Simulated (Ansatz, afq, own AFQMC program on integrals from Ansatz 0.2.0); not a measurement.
## Where AFQMC and coupled cluster stand for HSCl, triplet

```xyz
3

Cl    0.0000    0.0000   -1.5000
H     0.0000    0.0000    0.0130
S     0.0000    0.0000    1.4870
```

Connectivity, by distances: Cl ··· S, 1 bridging H.

Basis cc-pVTZ. Only valence electrons are correlated. AFQMC by an in-house program on the Cholesky factors that Ansatz 0.2.0 writes for its CCSD(T) run. ph-AFQMC/CISD is guided by a CISD state made of CCSD amplitudes; releasing the constraint for a short imaginary time cuts its bias at the price of noise, slowly where states lie close. ± is one standard error of the sampling.

Determinant: UHF, the one that the program's search chose, which needn't be the lowest solution. The geometry is a point of a scan.

No full CI on the walks' own integrals is used here; CCSDT(Q) serves as the reference and is uncertain by about the last step of the cluster series.

Cautions: lower spins were not checked; unrestricted determinant slightly spin contaminated (⟨S²⟩ 2.05 against 2.00); the released energies have errors that jump between times, so the bars are unsure, so no released level is given (meV from the phaseless value at times in 1/Eh: -12 ± 5 at 0.24, 19 ± 40 at 0.51, -28 ± 4 at 0.99, -33 ± 7 at 1.62, -44 ± 14 at 2.40), though the last usable value meets CCSDT(Q) within the noise.

- T1 diagnostic: 0.0156
- weight of the determinant in the CISD state: 0.849
- ⟨S²⟩ of the determinant: 2.053
- size of the correlated space: 14 electrons in 72 orbitals

```
  level  correlation energy (eV)
    MP2                  -9.1114
   CCSD                 -10.2732
CCSD(T)                 -10.6918
```

(1) Estimate where phaseless AFQMC with the Hartree–Fock trial lies against CCSD(T) on the same integrals.

(1) 9.8 ± 2.8 kJ/mol above CCSD(T).

Reference: CCSDT(Q), correlation energy -10.753 eV.

| level | E − E(reference) (kJ/mol) | share of correlation (%) |
| --- | --- | --- |
| CCSD(T) | 5.9 | 99.43 |
| CCSDT | 1.9 | 99.81 |
| ph-AFQMC/HF | 15.7 ± 2.8 | 98.49 |
| ph-AFQMC/CISD | 2.9 ± 0.6 | 99.72 |

A walk keeps the symmetry of its determinant, which the program's search chose and which needn't be the lowest solution, so a lower state of the same spin and another symmetry isn't excluded.
